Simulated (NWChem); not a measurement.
**BNH6 (SMILES [BH3-][NH3+]): levels of theory compared**

We compute a comparison of 6 runs (CAM-B3LYP/def2-TZVP, B3LYP/def2-TZVP, BHLYP/def2-TZVP, TPSS/def2-TZVP, r2SCAN/def2-TZVP, revPBE/def2-TZVP) of BNH6. 

Program for the calculation: NWChem 7.3.0.

## 1. The molecule

The species is BNH6 (8 atoms), meant as a singlet with charge 0. SMILES: `[BH3-][NH3+]`. The B1–H3 distance was set to 1.818 Å, away from the relaxed value. At this shape a bond of the SMILES string is far longer than usual.

Bond lengths: B1–N2 1.639 Å, B1–H4 1.212 Å, B1–H5 1.212 Å, N2–H6 1.015 Å, N2–H7 1.015 Å, N2–H8 1.015 Å. Angles: B1–N2–H6 110.9°, B1–N2–H7 110.9°, B1–N2–H8 110.9°, N2–B1–H4 105.3°, N2–B1–H5 105.3°, H6–N2–H7 108.0°, H6–N2–H8 108.0°, H7–N2–H8 108.0°, H4–B1–H5 113.3°.

## 2. A single-point energy at CAM-B3LYP/def2-TZVP (run 1)

run.py reads:

```python
from ase import Atoms
from ase.calculators.nwchem import NWChem

system = Atoms('BNHHHHHH', positions=[
    [-0.247846, 0.740367, -0.422624],
    [0.149954, 0.234467, 1.084476],
    [-0.078200, -0.728400, -1.481000],
    [-1.389146, 1.139267, -0.334424],
    [0.547854, 1.616167, -0.685624],
    [0.084254, 0.996567, 1.751476],
    [1.100054, -0.121733, 1.108076],
    [-0.470546, -0.506933, 1.393276],
])

calc = NWChem(
    label='sp',
    theory='dft',
    memory='2200 mb',
    basis='def2-TZVP',
    basispar='spherical bse',
    dft={'xc': 'xcamb88 1.00 lyp 0.81 vwn_5 0.19 hfexch 1.00', 'cam': '0.33 cam_alpha 0.19 cam_beta 0.46', 'mult': '1', 'grid': 'fine', 'convergence': 'energy 1e-08', 'direct': None, 'iterations': '100', 'mulliken': None, 'print': 'low'},
    task='energy',
)
system.calc = calc

print("Total energy (eV):", round(system.get_potential_energy(), 6))
```

Command:

```
$ export ASE_NWCHEM_COMMAND="nwchem PREFIX.nwi > PREFIX.nwo"
$ python run.py
```

Standard output:

```text
Total energy (eV): -2262.252865
```

The calculator wrote sp.nwi:

```
title "sp"

permanent_dir sp

scratch_dir sp

start sp

geometry units angstrom nocenter noautosym noautoz
  B  -2.4784600000000001e-01 7.4036700000000000e-01 -4.2262400000000000e-01
  N  1.4995400000000000e-01 2.3446700000000001e-01 1.0844760000000000e+00
  H  -7.8200000000000006e-02 -7.2840000000000005e-01 -1.4810000000000001e+00
  H  -1.3891460000000000e+00 1.1392670000000000e+00 -3.3442400000000000e-01
  H  5.4785399999999995e-01 1.6161669999999999e+00 -6.8562400000000001e-01
  H  8.4253999999999996e-02 9.9656699999999998e-01 1.7514760000000000e+00
  H  1.1000540000000001e+00 -1.2173299999999999e-01 1.1080760000000001e+00
  H  -4.7054600000000002e-01 -5.0693299999999997e-01 1.3932760000000000e+00
end

memory 2200 mb

basis spherical bse noprint
   * library def2-TZVP
end

dft
  xc xcamb88 1.00 lyp 0.81 vwn_5 0.19 hfexch 1.00
  cam 0.33 cam_alpha 0.19 cam_beta 0.46
  mult 1
  grid fine
  convergence energy 1e-08
  direct
  iterations 100
  mulliken
  print low
end

task dft energy
```

sp.nwo, shortened:

```text
[...]
         Total DFT energy =      -83.136260049849
      One electron energy =     -188.505905363378
           Coulomb energy =       78.849421972015
    Exchange-Corr. energy =      -13.047484731411
 Nuclear repulsion energy =       39.567708072925
[... 1 line left out ...]
 Numeric. integr. density =       17.999998947897
[...]
      Total Density - Mulliken Population Analysis
     ---------------------------------------------
    Atom       Charge   Shell Charges
 -----------   ------   -------------------------------------------------------
    1 B    5     5.23   0.91  1.06  0.47  0.49  0.14  0.96  0.83  0.28  0.04  0.04  0.01
    2 N    7     7.41   0.82  1.15  0.55  0.78  0.15  1.60  1.63  0.70  0.01  0.02  0.00
    3 H    1     1.15   0.19  0.49  0.47  0.00
[... 4 lines of this table left out ...]
    8 H    1     0.71   0.27  0.37  0.04  0.03
[...]
```

It took 75 s on 1 thread of Intel Xeon Platinum 8375C at 2.90GHz (Ice Lake), shared host; peak memory 0.11 GiB.

## 3. A single-point energy at B3LYP/def2-TZVP (run 2)

mymol.nw reads:

```
echo
start mymol
memory stack 880 mb heap 220 mb global 1100 mb

geometry units angstrom noautosym nocenter noautoz
B    -0.247846    0.740367   -0.422624
N     0.149954    0.234467    1.084476
H    -0.078200   -0.728400   -1.481000
H    -1.389146    1.139267   -0.334424
H     0.547854    1.616167   -0.685624
H     0.084254    0.996567    1.751476
H     1.100054   -0.121733    1.108076
H    -0.470546   -0.506933    1.393276
end

basis spherical bse
* library def2-TZVP
end

dft
xc b3lyp
grid fine
convergence energy 1e-08
iterations 100
mulliken
end

task dft
```

Command:

```
$ nwchem mymol.nw > mymol.out
```

Standard output:

```text
[...]
          Wavefunction type:  closed shell.
          No. of atoms     :     8
          No. of electrons :    18
[...]
          Charge           :     0
          Spin multiplicity:     1
[...]
          AO basis - number of functions:    98
[...]
              XC Information
              --------------
                         B3LYP Method XC Potential
                     Hartree-Fock (Exact) Exchange  0.200
                        Slater Exchange Functional  0.800 local
                    Becke 1988 Exchange Functional  0.720 non-local
              Lee-Yang-Parr Correlation Functional  0.810
                  VWN I RPA Correlation Functional  0.190 local
[...]
 d= 0,ls=0.0,diis     1    -83.1606259778 -1.23D+02  4.48D-03  3.18D-01     3.7
[...]
 d= 0,ls=0.0,diis     9    -83.1977291644 -3.29D-10  5.12D-08  3.82D-11    25.1
         Total DFT energy =      -83.197729164369
      One electron energy =     -188.521886418816
           Coulomb energy =       78.872727301075
    Exchange-Corr. energy =      -13.116278119553
 Nuclear repulsion energy =       39.567708072925
[...]
      Total Density - Mulliken Population Analysis
     ---------------------------------------------
    Atom       Charge   Shell Charges
 -----------   ------   -------------------------------------------------------
    1 B    5     5.19   0.91  1.06  0.48  0.50  0.12  0.96  0.79  0.29  0.04  0.03  0.01
    2 N    7     7.40   0.82  1.15  0.56  0.79  0.13  1.60  1.63  0.69  0.01  0.02  0.00
    3 H    1     1.16   0.20  0.50  0.46  0.00
    4 H    1     1.04   0.27  0.51  0.25  0.01
    5 H    1     1.04   0.27  0.51  0.25  0.01
    6 H    1     0.73   0.27  0.38  0.04  0.03
    7 H    1     0.72   0.27  0.38  0.04  0.03
    8 H    1     0.72   0.27  0.38  0.04  0.03
[...]
```

Run time: 26 s. Hardware: 1 thread of Intel Xeon Platinum 8375C at 2.90GHz (Ice Lake), shared host; peak memory 0.12 GiB.

Runs 3 to 5 aren't shown in full; the table further down has their settings and results.

## 4. A single-point energy at revPBE/def2-TZVP (run 6)

run.py reads:

```python
from ase import Atoms
from ase.calculators.nwchem import NWChem

atoms = Atoms(['B', 'N', 'H', 'H', 'H', 'H', 'H', 'H'], positions=[
    [-0.247846, 0.740367, -0.422624],
    [0.149954, 0.234467, 1.084476],
    [-0.078200, -0.728400, -1.481000],
    [-1.389146, 1.139267, -0.334424],
    [0.547854, 1.616167, -0.685624],
    [0.084254, 0.996567, 1.751476],
    [1.100054, -0.121733, 1.108076],
    [-0.470546, -0.506933, 1.393276],
])

calc = NWChem(
    label='input',
    theory='dft',
    memory='2200 mb',
    basis='def2-TZVP',
    basispar='spherical bse',
    dft={'xc': 'revpbe cpbe96', 'mult': '1', 'grid': 'fine', 'convergence': 'energy 1e-08', 'iterations': '100', 'mulliken': None},
    task='energy',
)
atoms.calc = calc

print("Total energy (eV):", round(atoms.get_potential_energy(), 6))
print("dipole (e A):", atoms.get_dipole_moment().round(4))
```

Command:

```
$ export ASE_NWCHEM_COMMAND="nwchem PREFIX.nwi > PREFIX.nwo"
$ python run.py
```

Standard output:

```text
Total energy (eV): -2262.92109
dipole (e A): [ 0.2505 -0.1134  1.2274]
```

The calculator wrote input.nwi:

```
title "input"

permanent_dir input

scratch_dir input

start input

geometry units angstrom nocenter noautosym noautoz
  B  -2.4784600000000001e-01 7.4036700000000000e-01 -4.2262400000000000e-01
  N  1.4995400000000000e-01 2.3446700000000001e-01 1.0844760000000000e+00
  H  -7.8200000000000006e-02 -7.2840000000000005e-01 -1.4810000000000001e+00
  H  -1.3891460000000000e+00 1.1392670000000000e+00 -3.3442400000000000e-01
  H  5.4785399999999995e-01 1.6161669999999999e+00 -6.8562400000000001e-01
  H  8.4253999999999996e-02 9.9656699999999998e-01 1.7514760000000000e+00
  H  1.1000540000000001e+00 -1.2173299999999999e-01 1.1080760000000001e+00
  H  -4.7054600000000002e-01 -5.0693299999999997e-01 1.3932760000000000e+00
end

memory 2200 mb

basis spherical bse noprint
   * library def2-TZVP
end

dft
  xc revpbe cpbe96
  mult 1
  grid fine
  convergence energy 1e-08
  iterations 100
  mulliken
end

task dft energy
```

input.nwo, shortened:

```text
[...]
      One electron energy =     -188.528608255218
[... 1 line left out ...]
    Exchange-Corr. energy =      -13.080545008305
[... 6 lines left out ...]
                       DFT Final Molecular Orbital Analysis
[... 707 lines left out ...]
    Atom       Charge   Shell Charges
[...]
```

It took 23 s on 1 thread of Intel Xeon Platinum 8375C at 2.90GHz (Ice Lake), shared host; peak memory 0.12 GiB.

## 5. All runs side by side

```tsv
run	level	energy (Eh)	wall time
1	CAM-B3LYP/def2-TZVP	-83.136260	75 s
2	B3LYP/def2-TZVP	-83.197729	26 s
3	BHLYP/def2-TZVP	-83.129145	24 s
4	TPSS/def2-TZVP	-83.207468	43 s
5	r2SCAN/def2-TZVP	-83.127827	43 s
6	revPBE/def2-TZVP	-83.160817	23 s
```

## 6. Outcome

| quantity | value |
| --- | --- |
| run 6: total energy | -83.16082 Eh |
| run 6: dipole moment | 6.04 D |
| run 6: HOMO energy | -5.37 eV |
| run 6: LUMO energy | -0.98 eV |
| run 6: HOMO–LUMO gap | 4.39 eV |

Over runs 2, 3, 4, 5, 6 the dipole moment (its size) runs from 6.04 D (revPBE/def2-TZVP) to 6.19 D (BHLYP/def2-TZVP). Over runs 2, 3, 4, 5, 6 the HOMO–LUMO gap runs from 4.39 eV (revPBE/def2-TZVP) to 7.94 eV (BHLYP/def2-TZVP). Totals of different functionals can't be ranked against each other. All runs together took 3.9 min, the longest 75 s.
